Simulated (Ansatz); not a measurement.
Write a Python script for Ansatz's Python interface that makes a rigid scan of one bond length of C4H6, SMILES CC#CC. Settings (for the species named): CAM-B3LYP, def2-SVP basis, multiplicity 1.

```
atom    x (Å)    y (Å)    z (Å)
   C  -0.9593   1.1799  -1.3118
   C  -0.3024   0.3492  -0.3885
   C   0.2506  -0.3629   0.3669
   C   1.0666  -1.2265   1.3131
   H  -1.5550   0.6290  -2.0822
   H  -1.7250   1.8765  -0.7970
   H  -0.2802   1.8761  -1.8534
   H   2.1073  -1.2086   1.1135
   H   0.8363  -0.8953   2.3913
   H   0.6442  -2.2685   1.2510
```

`run_scan.py`
```python
# -*- coding: utf-8 -*-
"""Stretching a bond of C4H6, the rest held rigid."""

import ansatz as az
import numpy as np

geometry_ang = [
    ("C", [-0.9593, 1.1799, -1.3118]),
    ("C", [-0.3024, 0.3492, -0.3885]),
    ("C", [0.2506, -0.3629, 0.3669]),
    ("C", [1.0666, -1.2265, 1.3131]),
    ("H", [-1.555, 0.629, -2.0822]),
    ("H", [-1.725, 1.8765, -0.797]),
    ("H", [-0.2802, 1.8761, -1.8534]),
    ("H", [2.1073, -1.2086, 1.1135]),
    ("H", [0.8363, -0.8953, 2.3913]),
    ("H", [0.6442, -2.2685, 1.251]),
]
geometry = az.Crystal.molecule()
for symbol, xyz in geometry_ang:
    geometry = geometry.atom(symbol, xyz)

symbols = [site.symbol for site in geometry.cartesian_sites]
start = np.array([site.position_ang for site in geometry.cartesian_sites])
axis = (start[8] - start[3]) / np.linalg.norm(start[8] - start[3])
moving = [8]
lengths, energies = [1.013, 1.059, 1.105, 1.151, 1.197, 1.243, 1.289, 1.358], []
for length in lengths:
    xyz = start.copy()
    xyz[moving] += (length - np.linalg.norm(start[8] - start[3])) * axis
    point = az.Crystal.molecule()
    for symbol, place in zip(symbols, xyz):
        point = point.atom(symbol, place.tolist())
    calc = point.calculation()
    calc = calc.basis(gaussian="def2-SVP")
    calc = calc.functional("CAM-B3LYP")
    report = calc.run().report
    energies.append(report["free_energy_ev"])
    print(f"r = {length:6.3f} A  E = {energies[-1]:.5f} eV  <S^2> = {abs(report['mean_field']['state']['spin_squared']):.3f}")

# quartic fit about the minimum
fit = np.polynomial.Polynomial.fit(lengths, np.array(energies) - min(energies), 4).convert()
roots = [r.real for r in fit.deriv().roots() if abs(r.imag) < 1e-9 and fit.deriv(2)(r.real) > 0]
r_e = min(roots, key=lambda r: abs(r - lengths[int(np.argmin(energies))]))
print(f"minimum of the fit at {r_e:.4f} A, force constant {fit.deriv(2)(r_e):.2f} eV/A^2")
```

```console
$ python run_scan.py
r =  1.013 A  E = -4238.11372 eV  <S^2> = 0.000
r =  1.059 A  E = -4238.23400 eV  <S^2> = 0.000
r =  1.105 A  E = -4238.26447 eV  <S^2> = 0.000
r =  1.151 A  E = -4238.22589 eV  <S^2> = 0.000
r =  1.197 A  E = -4238.13462 eV  <S^2> = 0.000
r =  1.243 A  E = -4238.00357 eV  <S^2> = 0.000
r =  1.289 A  E = -4237.84294 eV  <S^2> = 0.000
r =  1.358 A  E = -4237.56355 eV  <S^2> = 0.000
minimum of the fit at 1.1005 A, force constant 33.56 eV/A^2
```

Total energies depend on the basis set; only differences at equal settings carry meaning. The rest of the molecule is held rigid at a force-field or estimated start geometry, and the basis set is modest; single-reference methods fail as a bond breaks. The orbitals are restricted, so S² is zero by construction. Wall time of the script: 15 s on 1 thread of Intel(R) Xeon(R) Processor @ 2.30GHz, with other jobs on the host, peak memory 0.27 GiB.
